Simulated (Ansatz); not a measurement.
Other spins and charges of H₂Al–PH₂, singlet at one geometry

Geometry (PBE0/def2-TZVP stationary point for this spin, not checked as a minimum):

```xyz
6

Al   -0.0378    0.0000    1.2136
P     0.0900    0.0000   -1.1052
H    -0.0211   -1.3802    1.9955
H    -0.0211    1.3802    1.9955
H    -0.8560   -1.0483   -1.2577
H    -0.8560    1.0483   -1.2577
```

Basis cc-pVTZ; Ansatz 0.2.0. Correlated methods freeze the noble-gas cores. R marks a restricted (for open shells ROHF) determinant, U an unrestricted one.

Gaps are energies of the second state less the first, at fixed atoms, for a selection of the levels run; each method lands on the state that its own search finds for that charge and spin.

**Question.** PBE gives 9.325 eV for removing an electron, to the doublet. Estimate what UCCSDT(Q) gives in cc-pVTZ.

**Answer.** UCCSDT(Q) in cc-pVTZ gives 9.477 eV, so against it PBE is off by -0.152 eV.

| level | gap (eV) | error (meV) |
| --- | --- | --- |
| RHF | 8.586 | -891 |
| UHF | 8.444 | -1033 |
| RMP2 | 9.492 | 15 |
| UMP2 | 9.498 | 21 |
| RCCSD | 9.420 | -57 |
| UCCSD | 9.415 | -62 |
| RCCSD(T) | 9.479 | 2 |
| UCCSD(T) | 9.479 | 2 |
| BCCD(T) | 9.479 | 2 |
| RCCSDT | 9.473 | -4 |
| UCCSDT | 9.472 | -5 |
| RCCSDT(Q) | 9.478 | 1 |
| r2SCAN | 9.360 | -117 |
| PBE0 | 9.406 | -71 |
| B3LYP | 9.430 | -47 |
| r2SCAN0 | 9.399 | -78 |
| wB97M-V | 9.497 | 20 |
| B2PLYP | 9.417 | -60 |
| RPA-PBE | 9.641 | 164 |

Triplet less singlet: 4.166 eV at UCCSDT(Q).

```tsv
level	gap (eV)	error (meV)
RHF	3.866	-300
UHF	3.709	-457
RMP2	4.334	168
UMP2	4.333	167
UCCSD	4.176	10
UCCSD(T)	4.187	21
UCCSDT	4.165	-1
RCCSDT(Q)	4.169	3
r2SCAN	3.782	-384
wB97M-V	4.300	134
```

Full CI isn't at hand for all of this; UCCSDT(Q) serves as the reference, and is uncertain by about the last step of the cluster series. The frozen core follows each run's orbitals, which can shift R against U totals by a few meV.
